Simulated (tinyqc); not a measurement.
Harmonic frequencies on the RHF/sto-3g surface (energies and gradients from PySCF), for LiH, spin multiplicity 1, step by step. Computed by tinyqc, a small Python program that keeps every step (integrals from PySCF). Settings: charge = 0, multiplicity = 1, basis = sto-3g, delta = 0.005. Command: `OMP_NUM_THREADS=1 python tinyqc.py 30210 30211 out.jsonl` (the two numbers bound the seeds that draw the settings). One thread of a shared host (Intel(R) Xeon(R) Processor @ 2.60GHz), about 1 s of CPU time with the checks.

## One row of the Hessian: 1Liz

optimised positions (bohr):
```
            x         y          z
1Li  0.000000  0.000000  -0.079188
2H   0.000000  0.000000   2.775827
```

gradient at +delta (hartree/bohr):
```
              x           y            z
1Li  0.00000000  0.00000000   0.00058389
2H   0.00000000  0.00000000  -0.00058389
```

gradient at -delta (hartree/bohr):
```
              x           y            z
1Li  0.00000000  0.00000000  -0.00057824
2H   0.00000000  0.00000000   0.00057824
```

Displace 1Liz by +/-0.005 bohr; H(k, :) = (g(+) - g(-)) / (2 delta).

row of the Hessian (hartree/bohr^2): 1Lix 0.00000000, 1Liy 0.00000000, 1Liz 0.11621265, 2Hx 0.00000000, 2Hy 0.00000000, 2Hz -0.11621265

## Hessian by finite differences

All rows are made in the same way, and the matrix is symmetrised.

Hessian (symmetrised) (hartree/bohr^2), lower triangle:
```
             1Lix         1Liy         1Liz          2Hx          2Hy         2Hz
1Lix  -0.00000003
1Liy   0.00000000  -0.00000003
1Liz   0.00000000   0.00000000   0.11621265
2Hx    0.00000003   0.00000000   0.00000000  -0.00000003
2Hy    0.00000000   0.00000003   0.00000000   0.00000000  -0.00000003
2Hz    0.00000000   0.00000000  -0.11621265   0.00000000   0.00000000  0.11621265
```

## Normal modes

masses (u): 1Li 7.016004, 2H 2.014102

Diagonalise H_ij / sqrt(m_i m_j); the 5 smallest eigenvalues belong to translations and rotations; wavenumber = sqrt(eigenvalue / 1822.888) x 219474.63; each mode has its largest component positive (the first on a tie); zero-point energy = sum of wavenumbers / 2, with 349.755 1/cm per kcal/mol. A mass of 2.014 u marks deuterium.

eigenvalues of the mass-weighted Hessian (hartree/(bohr^2 u)): 0.000000  0.000000  0.000000  0.000000  0.000000  0.074263

harmonic wavenumbers of the vibrations (1/cm): 1400.9

mass-weighted modes:
```
         mode 1
1Lix   0.000000
1Liy   0.000000
1Liz  -0.472274
2Hx    0.000000
2Hy    0.000000
2Hz    0.881452
```

zero-point energy = 2.002616 kcal/mol
